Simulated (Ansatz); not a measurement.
# N2H2 (singlet): from Hartree-Fock to the top rungs, cc-pVTZ

How much of the correlation energy of N2H2 (singlet) does each wave-function method recover here?

Method: cc-pVTZ, core rule «outside noble gas», up to 2 orbitals frozen; program: Ansatz 0.2.0, Gaussian basis.

Plan: UHF; CCSD(T) on RHF; CCSD(T) on UHF; BCCD(T) on RHF; CCSDT(Q) on RHF; CCSDT(Q) on UHF; CASSCF and MRCISD+Q, 12 electrons in 10 orbitals; CASSCF and NEVPT2, 12 electrons in 10 orbitals.

6 further runs of the same task are left out: 6 set aside as unsound or not needed. Runs told in other sessions of the task aren't counted.

## 1. The system

The geometry is a PBE0/def2-TZVP stationary point (not a proven minimum) of the parent state, kept for this charge and spin.

4 atoms, charge 0, spin multiplicity 1.

Atoms are counted from 1 here; the program's logs count them from 0.

Bond lengths: N1–N2 1.256 Å, N1–H3 1.014 Å, N2–H4 1.014 Å. Angles: N2–N1–H3 120.6°, N1–N2–H4 120.6°.

## 2. UHF

in.yaml

```yaml
crystal:
  periodic: [false, false, false]
  atoms:
    - {symbol: N, position_ang: [0.000000, -0.168274, 0.605211]}
    - {symbol: N, position_ang: [0.000000, 0.168274, -0.605211]}
    - {symbol: H, position_ang: [0.000000, 0.533378, 1.336557]}
    - {symbol: H, position_ang: [0.000000, -0.533378, -1.336557]}
basis:
  gaussian: {orbitals: cc-pVTZ}
magnetization: {spin_polarized: true, initial_magnetization: 0}
hamiltonian: {xc: hf}
output: {orbitals: {seedname: orbitals}}
```

Command:

```console
$ ansatz run in.yaml --threads 1 --pin off --events-out ev --progress --plain --max-ram 2816MiB --backend cpu
```

Further steps of the session: CCSD(T) on RHF; CCSD(T) on UHF; BCCD(T) on RHF; CCSDT(Q) on RHF; CCSDT(Q) on UHF; CASSCF and MRCISD+Q, 12 electrons in 10 orbitals; CASSCF and NEVPT2, 12 electrons in 10 orbitals.

Q: Predict the results of all the runs planned. Wanted: RCCSDT(Q) from the RHF energy; RMP2 from RCCSDT(Q); UMP2 from RCCSDT(Q); RCCSD from RCCSDT(Q); RCCSD(T) from RCCSDT(Q); UCCSD(T) from RCCSDT(Q); UCCSDT(Q) from RCCSDT(Q); NEVPT2 valence from RCCSDT(Q); MRCISD+Q valence from RCCSDT(Q).

As calculated:

| quantity | value |
| --- | --- |
| RCCSDT(Q) from the RHF energy | -11.9862 eV |
| RMP2 from RCCSDT(Q) | +86.1 kJ/mol |
| UMP2 from RCCSDT(Q) | +145.3 kJ/mol |
| RCCSD from RCCSDT(Q) | +53.7 kJ/mol |
| RCCSD(T) from RCCSDT(Q) | +3.8 kJ/mol |
| UCCSD(T) from RCCSDT(Q) | +6.4 kJ/mol |
| UCCSDT(Q) from RCCSDT(Q) | 0.0 kJ/mol |
| NEVPT2 valence from RCCSDT(Q) | +129.0 kJ/mol |
| MRCISD+Q valence from RCCSDT(Q) | +10.2 kJ/mol |
| levels within 1 kcal/mol (43 meV) | RCCSD(T), BCCD(T), RCCSDT, UCCSDT, UCCSDT(Q) |
| T1 diagnostic | 0.012 |
| effectively unpaired electrons | 0.07 |

**Reading.** RCCSD(T) lands +3.8 kJ/mol from the yardstick (0.3 % of the correlation energy). CCSD(T) misses by +3.8 kJ/mol on the restricted determinant and by +6.4 kJ/mol on the unrestricted one; the two need not hold the same state or core. One determinant dominates. Of the multireference levels listed MRCISD+Q valence comes nearest in total energy (+10.2 kJ/mol), which doesn't show that its space is the better one. These misses are within one basis, not against nature.
